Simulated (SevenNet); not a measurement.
fcc Pt

Level of theory: the machine-learned potential SevenNet-0 (trained on PBE and PBE+U data).

Cell: relaxed at this level.

```json
{
  "lattice_parameter_a": "3.979 Å",
  "volume_per_atom": "15.75 Å³/atom",
  "vacancy_formation_energy": "0.75 eV"
}
```

Measured, for comparison: lattice constant a 3.913 Å, equilibrium volume per atom 14.98 Å³/atom (static lattice: zero-point anharmonic expansion removed; as tabulated in Mejia-Rodriguez and Trickey (2018), arXiv:1807.09216); vacancy formation energy 1.35 ± 0.09 eV (no zero-point or thermal correction, monovacancy, our sources range from 1.35 to 1.60; as tabulated in Mehl and Papaconstantopoulos (1996), arXiv:mtrl-th/9602003). Computed (rounded) less measured: lattice constant a +1.7 %, equilibrium volume per atom +5.1 %, vacancy formation energy not scored (sources differ).

A machine-learned potential is trained on density-functional data: it inherits that level's misses and adds fitting errors of its own.

Note: the model gives imaginary modes for this phase (in the spectrum interpolated from a supercell).
